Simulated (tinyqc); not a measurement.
Extended Hueckel theory, for CH3+, step by step. The parameters take no account of the charge, which enters only through the electron count. Computed by tinyqc, a small Python program that keeps every step (integrals from PySCF). Settings: charge = 1, K = 1.75, weighted = 1, multiplicity = 1. Command: `OMP_NUM_THREADS=1 python tinyqc.py 30136 30137 out.jsonl` (the two numbers bound the seeds that draw the settings). One thread of a shared host (Intel(R) Xeon(R) Processor @ 2.60GHz), about 0.01 s of CPU time with the checks.

## Overlaps

Geometry (angstrom):
```
atom          x          y         z
C      0.000000   0.000000  0.001000
H      1.082000   0.000000  0.000000
H     -0.541000   0.937000  0.000000
H     -0.541000  -0.937000  0.000000
```

Parameters chosen for this run:
```
element  shell  Slater exponent   H_ii (eV)
C           2s         1.625000  -21.400000
C           2p         1.625000  -11.400000
H           1s         1.300000  -13.600000
```

Slater orbitals, each expanded in six Gaussians scaled to its exponent.

overlap S:
```
           1C 2s     1C 2px     1C 2py     1C 2pz      2H 1s      3H 1s      4H 1s
1C 2s   1.000000   0.000000   0.000000   0.000000   0.496835   0.496854   0.496854
1C 2px  0.000000   1.000000   0.000000   0.000000   0.494163  -0.247095  -0.247095
1C 2py  0.000000   0.000000   1.000000   0.000000   0.000000   0.427963  -0.427963
1C 2pz  0.000000   0.000000   0.000000   1.000000  -0.000457  -0.000457  -0.000457
2H 1s   0.496835   0.494163   0.000000  -0.000457   1.000000   0.126844   0.126844
3H 1s   0.496854  -0.247095   0.427963  -0.000457   0.126844   1.000000   0.126857
4H 1s   0.496854  -0.247095  -0.427963  -0.000457   0.126844   0.126857   1.000000
```

## Wolfsberg-Helmholz matrix

diagonal H_ii (eV): 1C 2s -21.400000, 1C 2px -11.400000, 1C 2py -11.400000, 1C 2pz -11.400000, 2H 1s -13.600000, 3H 1s -13.600000, 4H 1s -13.600000

K = 1.750000

H_ij = K' S_ij (H_ii + H_jj)/2 for i != j (the diagonal keeps H_ii), with K' = K + D^2 + D^4 (1 - K), D = (H_ii - H_jj)/(H_ii + H_jj), K = 1.75.

H (eV):
```
             1C 2s      1C 2px      1C 2py      1C 2pz       2H 1s       3H 1s       4H 1s
1C 2s   -21.400000    0.000000    0.000000    0.000000  -15.631294  -15.631900  -15.631900
1C 2px    0.000000  -11.400000    0.000000    0.000000  -10.857367    5.428982    5.428982
1C 2py    0.000000    0.000000  -11.400000    0.000000    0.000000   -9.402877    9.402877
1C 2pz    0.000000    0.000000    0.000000  -11.400000    0.010035    0.010035    0.010035
2H 1s   -15.631294  -10.857367    0.000000    0.010035  -13.600000   -3.018895   -3.018895
3H 1s   -15.631900    5.428982   -9.402877    0.010035   -3.018895  -13.600000   -3.019193
4H 1s   -15.631900    5.428982    9.402877    0.010035   -3.018895   -3.019193  -13.600000
```

## Orbitals

valence electrons = 6

Solve H C = S C e through S^(-1/2); fill by pairs from the bottom, a degenerate level sharing its electrons equally; each orbital has its largest coefficient positive (the first on a tie).

orbital energies (eV): -24.561335  -15.783213  -15.783149  -11.400003  7.025775  7.026306  24.819248

occupations: 2.000000  2.000000  2.000000  0.000000  0.000000  0.000000  0.000000

coefficients:
```
             MO1        MO2        MO3        MO4        MO5        MO6        MO7
1C 2s   0.663491   0.000006   0.000000   0.000590   0.000112   0.000000   1.415288
1C 2px  0.000002   0.526122   0.000000   0.000000   1.202460   0.000000  -0.000154
1C 2py  0.000000   0.000000   0.526129   0.000000   0.000000   1.202461   0.000000
1C 2pz  0.000055   0.000000   0.000000   1.000000   0.000000   0.000000  -0.001380
2H 1s   0.203926   0.502761   0.000000  -0.000197  -1.030868   0.000000  -0.779628
3H 1s   0.203935  -0.251373   0.435397  -0.000197   0.515331  -0.892713  -0.779827
4H 1s   0.203935  -0.251373  -0.435397  -0.000197   0.515331   0.892713  -0.779827
```

sum of one-electron energies = -112.255395 eV

Within a degenerate level the vectors are fixed only up to a rotation; this is one choice.

## Mulliken analysis

P = C n C^T; charge = valence electrons (C 4, H 1) minus the sum of (P S)_ii on the atom; overlap population = 2 sum P_ij S_ij between two atoms.

charges: 1C 0.824680, 2H 0.058437, 3H 0.058441, 4H 0.058441

Overlap populations:
```
pair      value
2-1    0.791751
3-1    0.791771
3-2   -0.043022
4-1    0.791771
4-2   -0.043022
4-3   -0.043026
```
